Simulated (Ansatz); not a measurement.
Input file:

```yaml
crystal:
  periodic: [false, false, false]
  atoms:
    - {symbol: Si, position_ang: [-0.473204, 0.000000, 0.307540]}
    - {symbol: B, position_ang: [1.160197, 0.000000, -0.912179]}
    - {symbol: H, position_ang: [0.741389, 0.000000, 1.214519]}
basis:
  gaussian: {orbitals: 6-31G}
correlation: {active_space: {window: {electrons: 6, orbitals: 2}}}
scf: {lower_state_search: full}
```

```sh
$ ansatz run in.yaml --threads 1 --pin off --events-out ev --progress --plain --max-ram 2393MiB
```

Problem. One thing in this input was set wrong on purpose, beside settings that are merely unusual. What is the gravest fault, and what does the program do?

Solution. Impossible active window. How the run ends: stopped by an error.
```
298 factors; integrals over basis functions are off by at most 2.1e-4 eV
mean field evaluation 1: about -8540.1895 eV, gradient 1.4e1 eV
mean field evaluation 2: about -8540.1917 eV, gradient 1.4e1 eV
mean field evaluation 4: about -8541.4233 eV, gradient 1.7e0 eV
mean field evaluation 8: about -8541.5152 eV, gradient 1.7e-1 eV
mean field evaluation 16: about -8542.1149 eV, gradient 8.2e-1 eV
mean field evaluation 32: about -8541.5164 eV, gradient 5.2e-2 eV
mean field evaluation 64: about -8542.1397 eV, gradient 4.7e-2 eV
mean field -8542.13973222 eV, -313.9178450888 hartree, gradient 6.8e-6 eV, S^2 0.000000; 6 other end points of the search recorded, 0 dependent functions left out
reference -8542.13973222 eV, -313.9178450888 hartree; 10, 10 occupied and 14, 14 virtual orbitals, 298 factors
Error: 6 electrons in 2 orbitals form no window around the highest filled level of the reference
```
